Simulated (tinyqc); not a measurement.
RHF in the sto-3g basis, for HF, spin multiplicity 1, step by step (part 2 of 2). Computed by tinyqc, a small Python program that keeps every step (integrals from PySCF). Command: `OMP_NUM_THREADS=1 python tinyqc.py 23980 23981 out.jsonl` (the two numbers bound the seeds that draw the settings). One thread of a shared host (Intel(R) Xeon(R) Processor @ 2.60GHz), about 0.05 s of CPU time with the checks.

Geometry (angstrom):
```
atom,x,y,z
F,0.000000,0.000000,0.000000
H,0.000000,0.000000,1.147000
```

## Populations, bond orders and dipole

D after iteration 8:
```
,1F 1s,1F 2s,1F 2px,1F 2py,1F 2pz,2H 1s
1F 1s,2.118182,-0.499051,0.000000,0.000000,0.064829,0.002881
1F 2s,-0.499051,2.124458,0.000000,0.000000,-0.341904,-0.128150
1F 2px,0.000000,0.000000,2.000000,0.000000,0.000000,0.000000
1F 2py,0.000000,0.000000,0.000000,2.000000,0.000000,0.000000
1F 2pz,0.064829,-0.341904,0.000000,0.000000,0.946005,0.806163
2H 1s,0.002881,-0.128150,0.000000,0.000000,0.806163,0.700399
```

overlap S:
```
,1F 1s,1F 2s,1F 2px,1F 2py,1F 2pz,2H 1s
1F 1s,1.000000,0.237990,0.000000,0.000000,0.000000,0.028534
1F 2s,0.237990,1.000000,0.000000,0.000000,0.000000,0.310459
1F 2px,0.000000,0.000000,1.000000,0.000000,0.000000,0.000000
1F 2py,0.000000,0.000000,0.000000,1.000000,0.000000,0.000000
1F 2pz,0.000000,0.000000,0.000000,0.000000,1.000000,0.265393
2H 1s,0.028534,0.310459,0.000000,0.000000,0.265393,1.000000
```

Mulliken: Z minus the diagonal of D S on the atom; Loewdin: the same with S^(1/2) D S^(1/2); Mayer order: 2 sum_s sum (D(s) S)_ij (D(s) S)_ji over the two atoms.

Charges (e):
```
atom,Mulliken,Loewdin
1F,-0.125354,-0.100332
2H,0.125354,0.100332
```

Mayer bond orders:
```
pair,order
2-1,0.984286
```

dipole moment about the origin, x y z (debye): 0.000000  0.000000  1.092341
